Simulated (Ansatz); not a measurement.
A nudged elastic band was laid between two geometries of CH5Si2 (8 atoms, charge -1, multiplicity 1).

Theory: RKS r2SCANh-D4/def2-SVP (Ansatz).

| Item | Value |
| --- | --- |
| movable images | 5 |
| climbing image | yes |
| spring | 5.0 eV/Å² |
| optimiser | quadratic models (default) |
| start path | through a guess of the saddle point |
| force threshold | 0.05 eV/Å |
| iteration limit | 60 |
| end points | relaxed |

First end point:

```xyz
8
Properties=species:S:1:pos:R:3
C -1.707 0.996 -1.556
Si -0.171 0.873 -0.771
Si 0.684 -0.649 0.823
H -2.378 0.178 -1.205
H 0.932 1.859 -1.063
H 1.113 -0.098 2.168
H 1.888 -1.483 0.430
H -0.361 -1.676 1.174
```

Last end point:

```xyz
8
Properties=species:S:1:pos:R:3
C -1.904 0.355 -1.136
Si -0.271 0.716 -0.690
Si 0.721 -0.691 0.872
H -2.284 1.086 -1.889
H 0.787 1.771 -1.051
H 1.200 -0.038 2.151
H 1.967 -1.422 0.420
H -0.215 -1.776 1.323
```

**Question.** What changes between the two ends?

**Answer.** No bond is made or broken. The dihedral H4–C1–Si2–Si3 changes from 0 to -180° by way of a nearly straight angle H4–C1–Si2 (up to 179°), not by a turn about the bond.

**Question.** Give the energies along the band, and the barrier.

**Answer.** The run converged. The highest image is number 3 of 0 to 6, 0.43 eV above the first end and 0.37 eV above the last; the last end lies 0.06 eV above the first. A vibrational analysis at the climbing image gives 2 clearly imaginary modes (556i, 50i cm⁻¹): a point of higher order, so a lower path passes nearby. Limits of this set-up: an anion without diffuse functions, the dipole of an ion depends on the origin.

| image | path coordinate (Å) | energy (eV) | angle H4–C1–Si2 (°) |
| --- | --- | --- | --- |
| 0 | 0.00 | 0.00 | 110 |
| 1 | 0.43 | 0.01 | 113 |
| 2 | 0.85 | 0.16 | 138 |
| 3 | 1.28 | 0.43 | 179 |
| 4 | 1.68 | 0.21 | 139 |
| 5 | 2.08 | 0.07 | 114 |
| 6 | 2.48 | 0.06 | 111 |

**Question.** What is the geometry of the highest image?

**Answer.** 
```xyz
8
Properties=species:S:1:pos:R:3:forces:R:3
C -1.734 0.771 -1.230 0.00 0.01 0.00
Si -0.155 0.778 -0.770 0.01 -0.01 0.01
Si 0.744 -0.694 0.846 0.00 0.01 0.00
H -2.763 0.769 -1.558 -0.01 0.00 0.00
H 1.002 1.695 -1.174 0.00 0.00 -0.01
H 1.002 -0.120 2.227 -0.01 0.00 0.00
H 2.083 -1.350 0.547 0.00 0.00 0.00
H -0.181 -1.850 1.111 0.00 0.00 0.00
```

The band took 13 iterations and about 4 core-minutes.

Run time: 4.3 min on 1 CPU thread of a shared host.
